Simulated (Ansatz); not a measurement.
`C#CC(O)S` + H₂ → `C#CCO` + H₂S at 500 K and 1 bar (hydrogenolysis of a C–S bond).

Gas-phase electronic energies from Ansatz, PBE0-D4/def2-TZVP geometries. CCSD(T)/CBS is the MP2 limit (def2-TZVPP, def2-QZVPP) plus CCSD(T) − MP2 in def2-TZVPP, frozen cores. This one scheme is used for every species. One conformer a species, not always the lowest.

```json
{"species": "`C#CC(O)S`", "CCSD(T)/CBS energy (Eh)": "-589.42591", "H − E (kJ/mol)": "201.3", "S (J/(mol·K))": "382.2"}
{"species": "H₂", "CCSD(T)/CBS energy (Eh)": "-1.17544", "H − E (kJ/mol)": "41.0", "S (J/(mol·K))": "145.5"}
{"species": "`C#CCO`", "CCSD(T)/CBS energy (Eh)": "-191.65368", "H − E (kJ/mol)": "193.9", "S (J/(mol·K))": "329.2"}
{"species": "H₂S", "CCSD(T)/CBS energy (Eh)": "-398.97279", "H − E (kJ/mol)": "57.0", "S (J/(mol·K))": "224.0"}
```

H − E and S are ideal-gas, rigid-rotor, harmonic terms from PBE0-D4/def2-TZVP, for one conformer and one mirror image of each species. The MP2-based limit puts H₂ 0.8 mEh under its directly extrapolated value; such offsets cancel only in part. 1 Eh = 2625.50 kJ/mol, R = 8.31446 J/(mol·K).

Question: By hand: ΔE, ΔH, ΔS and ΔG.

Answer: ΔE = (-191.65368) + (-398.97279) − (-589.42591) − (-1.17544) = -0.02512 Eh = -66.0 kJ/mol. Δ(H − E) = 193.9 + 57.0 − 201.3 − 41.0 = 8.6, so ΔH = -57.4 kJ/mol. ΔS = 329.2 + 224.0 − 382.2 − 145.5 = 25.5 J/(mol·K). ΔG = -57.4 − 500 × (25.5)/1000 = -70.2 kJ/mol.

Question: By hand: the equilibrium constant, and the temperature at which ΔG would vanish if ΔH and ΔS stayed fixed.

Answer: log₁₀ K = −ΔG/(RT ln 10) = 7.3. ΔH and −TΔS have one sign here, so there is no such temperature.

ΔH outweighs TΔS. A doubt of 5 kJ/mol in ΔE shifts log₁₀ K by 0.5 here. Other conformers and mirror images would add mixing entropy, several J/(mol·K) or more a flexible species. These are equilibria of isolated gas molecules and say nothing of rates. Largest T1 diagnostic: 0.012 (customary marks: 0.02 for closed shells, 0.045 for open ones).
